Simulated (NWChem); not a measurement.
All runs are NWChem calculations. System: C2H6S, charge 0, spin multiplicity 1, displaced from the optimised geometry. Level: CR-CCSD(T)/cc-pVDZ, 7 core orbitals frozen, spin-restricted.

NWChem printed:

```
             Northwest Computational Chemistry Package (NWChem) 7.3.0
             --------------------------------------------------------

                                NWChem Input Module
                                -------------------

 Scaling coordinates for geometry "geometry" by  1.889725989
 (inverse scale =  0.529177249)

                             Geometry "geometry" -> ""
                             -------------------------

 Output coordinates in angstroms (scale by  1.889725989 to convert to a.u.)

  No.       Tag          Charge          X              Y              Z
 ---- ---------------- ---------- -------------- -------------- --------------
    1 C                    6.0000    -1.37909200     0.00000000     0.50694600
    2 S                   16.0000     0.00000000     0.00000000    -0.65474600
    3 C                    6.0000     1.37909200     0.00000000     0.50694600
    4 H                    1.0000    -1.37177400     1.34851000     1.46092800
    5 H                    1.0000    -2.30229500     0.00000000    -0.08957200
    6 H                    1.0000    -1.37421300    -0.89900600     1.14293400
    7 H                    1.0000     1.37421300     0.89900600     1.14293400
    8 H                    1.0000     2.30229500     0.00000000    -0.08957200
    9 H                    1.0000     1.37421300    -0.89900600     1.14293400

 Effective nuclear repulsion energy (a.u.)     109.0245051805

            Nuclear Dipole moment (a.u.)
            ----------------------------
        X                 Y               Z
 ---------------- ---------------- ----------------
     0.0046090417     0.8494393908     0.6009366438


 Summary of "ao basis" -> "" (spherical)
 ------------------------------------------------------------------------------
       Tag                 Description            Shells   Functions and Types
 ---------------- ------------------------------  ------  ---------------------
 *                          cc-pvdz                   on all atoms

 Summary of "ao basis" -> "ao basis" (spherical)
 ------------------------------------------------------------------------------
       Tag                 Description            Shells   Functions and Types
 ---------------- ------------------------------  ------  ---------------------
 C                          cc-pvdz                  6       14   3s2p1d
 S                          cc-pvdz                  8       18   4s3p1d
[...]
     2   1 1 0      0.767012      0.000000     -2.194152
     2   1 0 1      0.589511      0.000000     -1.547800
     2   0 2 0    -21.811348      0.000000     15.152435
     2   0 1 1     -0.452096      0.000000      3.365983
     2   0 0 2    -21.958399      0.000000     57.180808

                   NWChem Extensible Many-Electron Theory Module
                   ---------------------------------------------


            General Information
            -------------------
      Number of processors :     1
         Wavefunction type : Restricted Hartree-Fock
          No. of electrons :    34
           Alpha electrons :    17
            Beta electrons :    17
           No. of orbitals :   152
            Alpha orbitals :    76
             Beta orbitals :    76
        Alpha frozen cores :     7
         Beta frozen cores :     7
     Alpha frozen virtuals :     0
      Beta frozen virtuals :     0
         Spin multiplicity : singlet
    Number of AO functions :    76
       Number of AO shells :    38
        Use of symmetry is : off
      Symmetry adaption is : off
         Schwarz screening : 0.10D-09

          Correlation Information
          -----------------------
          Calculation type : Coupled-cluster singles & doubles w/ perturbation
   Perturbative correction : Completely renormalized (T)
            Max iterations :      100
        Residual threshold : 0.10D-05
     T(0) DIIS level shift : 0.00D+00
     L(0) DIIS level shift : 0.00D+00
     T(1) DIIS level shift : 0.00D+00
     L(1) DIIS level shift : 0.00D+00
     T(R) DIIS level shift : 0.00D+00
     T(I) DIIS level shift : 0.00D+00
   CC-T/L Amplitude update :  5-th order DIIS
                I/O scheme : Global Array Library
        L-threshold :  0.10D-05
        EOM-threshold :  0.10D-05
 no EOMCCSD initial starts read in
 TCE RESTART OPTIONS
 SLICE:      F
 D4D5:       F
 quantumc:   F
 qrotation:  F
 pwtce:      F
 qducc:      F
 nacto:                         0
 nrotv:                         0
 nrot:                          0

            Memory Information
            ------------------
          Available GA space size is     249031024 doubles
          Available MA space size is     104845804 doubles

 Maximum block size supplied by input
 Maximum block size        24 doubles

 tile_dim =     20

 -------------------------------------------------

 Global array virtual files algorithm will be used

 Parallel file system coherency ......... OK

 4-electron integrals stored in orbital form

 v2    file size   =          5045671
 4-index algorithm nr.  13 is used
 imaxsize =       30
 imaxsize ichop =        0


CCSD iterations
 ---------------------------------------------------------
 Iter          Residuum       Correlation     Cpu    Wall
 ---------------------------------------------------------
    1   0.1705897255657  -0.4389596268313     0.4     0.4
    2   0.0525475841451  -0.4736051557398     0.4     0.4
    3   0.0212290990027  -0.4839441957058     0.4     0.4
    4   0.0097304090349  -0.4870225607250     0.4     0.4
    5   0.0047667437016  -0.4882945862085     0.4     0.4
    6   0.0009905598672  -0.4892211618570     0.4     0.4
    7   0.0003943229090  -0.4892916880274     0.4     0.4
    8   0.0002187459608  -0.4892929318148     0.4     0.4
    9   0.0001112552130  -0.4892949835045     0.4     0.4
   10   0.0000662227058  -0.4892974160444     0.4     0.4
   11   0.0000128039807  -0.4892993967887     0.4     0.4
   12   0.0000062413284  -0.4893007010185     0.4     0.4
   13   0.0000035706168  -0.4893010747178     0.4     0.4
   14   0.0000023233689  -0.4893011882326     0.4     0.4
   15   0.0000014844863  -0.4893012264521     0.4     0.4
   16   0.0000003387792  -0.4893012425752     0.4     0.4
 -----------------------------------------------------------------
 Iterations converged
 CCSD correlation energy / hartree =        -0.489301242575180
 CCSD total energy / hartree       =      -477.162860347159040

 Singles contributions

 Doubles contributions
 CR-CCSD(T)

 CR-CCSD[T]  correction energy / hartree =        -0.011888792189306
 CR-CCSD[T] correlation energy / hartree =        -0.501190034764487
 CR-CCSD[T] total energy / hartree       =      -477.174749139348364
 CR-CCSD(T)  correction energy / hartree =        -0.011478786127300
 CR-CCSD(T) correlation energy / hartree =        -0.500780028702480
 CR-CCSD(T) total energy / hartree       =      -477.174339133286367

 Task  times  cpu:       72.4s     wall:       72.4s

 Total times  cpu:       72.4s     wall:       72.4s
```

Task: Write an NWChem input that would produce this output.

Result: This is not unique; one that fits is 
```
start mol
memory heap 100 mb stack 700 mb global 1900 mb
geometry units angstroms nocenter noautoz noautosym
  C     -1.379092     0.000000     0.506946
  S      0.000000     0.000000    -0.654746
  C      1.379092     0.000000     0.506946
  H     -1.371774     1.348510     1.460928
  H     -2.302295     0.000000    -0.089572
  H     -1.374213    -0.899006     1.142934
  H      1.374213     0.899006     1.142934
  H      2.302295     0.000000    -0.089572
  H      1.374213    -0.899006     1.142934
end
basis spherical
  * library cc-pvdz
end
scf
  rhf
  nopen 0
  maxiter 100
  thresh 1e-7
  semidirect memsize 60000000 filesize 0
end
tce
  freeze core 7
  cr-ccsd(t)
  2eorb
  2emet 13
  thresh 1e-6
  maxiter 100
  tilesize 24
end
task tce energy
```
